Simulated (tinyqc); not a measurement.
Worked calculation (part 2 of 2): RHF in the sto-3g basis, for H2O, spin multiplicity 1. Computed by tinyqc, a small Python program that keeps every step (integrals from PySCF). Command: `OMP_NUM_THREADS=1 python tinyqc.py 22182 22183 out.jsonl` (the two numbers bound the seeds that draw the settings). One thread of a shared host (Intel(R) Xeon(R) Processor @ 2.60GHz), about 0.09 s of CPU time with the checks.

Geometry (angstrom):

| atom | x | y | z |
|---|---|---|---|
| O | 0.000000 | 0.000000 | 0.000000 |
| H | 0.000000 | 0.737000 | 0.513000 |
| H | 0.000000 | -0.737000 | 0.513000 |

## Convergence

Stop when the energy changes by less than 1e-09 hartree and every element of the error matrix X^T (F D S - S D F) X is below 9e-06.

Course of the cycle:

| iteration | E (hartree) | change | largest element of the error matrix |
|---|---|---|---|
| 1 | -75.65092440 | - | 1.52e+00 |
| 2 | -74.91435638 | 7.37e-01 | 1.77e-01 |
| 3 | -74.94152403 | -2.72e-02 | 1.75e-02 |
| 4 | -74.94183080 | -3.07e-04 | 3.87e-03 |
| 5 | -74.94184922 | -1.84e-05 | 8.90e-05 |
| 6 | -74.94184923 | -1.54e-08 | 3.53e-05 |
| 7 | -74.94184924 | -3.21e-09 | 6.99e-07 |
| 8 | -74.94184924 | -1.19e-12 | 1.10e-08 |

PySCF RHF in the same basis = -74.94184924 hartree

Converged in 8 iterations.

## Populations, bond orders and dipole

D after iteration 8, lower triangle:
```
            1O 1s      1O 2s    1O 2px     1O 2py    1O 2pz      2H 1s     3H 1s
1O 1s    2.103524
1O 2s   -0.428720   1.892352
1O 2px   0.000000   0.000000  2.000000
1O 2py   0.000000   0.000000  0.000000   0.728180
1O 2pz   0.107086  -0.626992  0.000000   0.000000  1.350229
2H 1s   -0.038895   0.003389  0.000000   0.526276  0.444101   0.554162
3H 1s   -0.038895   0.003389  0.000000  -0.526276  0.444101  -0.206546  0.554162
```

overlap S, lower triangle:
```
           1O 1s     1O 2s    1O 2px     1O 2py    1O 2pz     2H 1s     3H 1s
1O 1s   1.000000
1O 2s   0.236704  1.000000
1O 2px  0.000000  0.000000  1.000000
1O 2py  0.000000  0.000000  0.000000   1.000000
1O 2pz  0.000000  0.000000  0.000000   0.000000  1.000000
2H 1s   0.062079  0.514436  0.000000   0.339095  0.236032  1.000000
3H 1s   0.062079  0.514436  0.000000  -0.339095  0.236032  0.266488  1.000000
```

Mulliken: Z minus the diagonal of D S on the atom; Loewdin: the same with S^(1/2) D S^(1/2); Mayer order: 2 sum_s sum (D(s) S)_ij (D(s) S)_ji over the two atoms.

Charges (e):

| atom | Mulliken | Loewdin |
|---|---|---|
| 1O | -0.436543 | -0.294541 |
| 2H | 0.218272 | 0.147270 |
| 3H | 0.218272 | 0.147270 |

Mayer bond orders:

| pair | order |
|---|---|
| 2-1 | 0.934622 |
| 3-1 | 0.934622 |
| 3-2 | 0.017736 |

dipole moment about the origin, x y z (debye): 0.000000  0.000000  1.753260
